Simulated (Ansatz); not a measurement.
# Pulling the pair apart

The pair of HCl (SMILES Cl, atoms 1–2) and SiH4O (SMILES [SiH3]O, atoms 3–8), both closed shells, in one local arrangement (a lower one may exist), relaxed at PBE0-D4/def2-TZVP:

Cl1  (0.129, 0.298, -2.722)
H2  (1.024, -0.029, -1.862)
Si3  (0.059, 0.025, 1.053)
O4  (-1.265, -0.562, 0.280)
H5  (0.004, 1.499, 1.244)
H6  (0.127, -0.660, 2.363)
H7  (1.308, -0.272, 0.282)
H8  (-1.385, -0.300, -0.637)
(Å)

SiH4O is shifted rigidly along the line between the mean atom positions of the two fragments (negative: closer). Counterpoise interaction energies in kcal/mol. Program: Ansatz 0.2.0. Basis: def2-TZVPPD. Cores are frozen in the correlated methods.

```json
{"shift (Å)": "-0.38", "HF": "4.74", "PBE-D4": "-2.00", "PBE0-D4": "-1.44"}
{"shift (Å)": "-0.19", "HF": "1.79", "PBE-D4": "-3.12", "PBE0-D4": "-2.68"}
{"shift (Å)": "0.00", "HF": "0.28", "PBE-D4": "-3.33", "PBE0-D4": "-2.98"}
{"shift (Å)": "0.19", "HF": "-0.43", "PBE-D4": "-3.11", "PBE0-D4": "-2.83"}
{"shift (Å)": "0.45", "HF": "-0.75", "PBE-D4": "-2.56", "PBE0-D4": "-2.36"}
{"shift (Å)": "0.95", "HF": "-0.64", "PBE-D4": "-1.56", "PBE0-D4": "-1.45"}
{"shift (Å)": "1.89", "HF": "-0.26", "PBE-D4": "-0.51", "PBE0-D4": "-0.48"}
{"shift (Å)": "3.79", "HF": "-0.04", "PBE-D4": "-0.05", "PBE0-D4": "-0.05"}
```

What does CCSD(T) give at these shifts? (To be estimated.)

The calculation gives: 0.25, -1.50, -2.13, -2.20, -1.91, -1.20, -0.42, -0.06 kcal/mol. For zero shift, CCSD(T) at an estimated basis limit (MP2 extrapolated from triple and quadruple zeta, plus CCSD(T) − MP2 in triple zeta) gives -2.68 kcal/mol. These are counterpoise interaction energies, counted from the two frozen fragments.

The T1 diagnostic stays at or below 0.011.

For scale, one of the runs: CCSD(T)/def2-TZVPPD, 224 basis functions, launched by `ansatz run in.yaml --threads 4 --pin off --events-out ev --progress --plain --max-ram 9574MiB`. Time: 55 s of wall clock on 4 CPU threads of an Arm Neoverse V1; the host was shared. Peak host memory: 3.4 GiB.
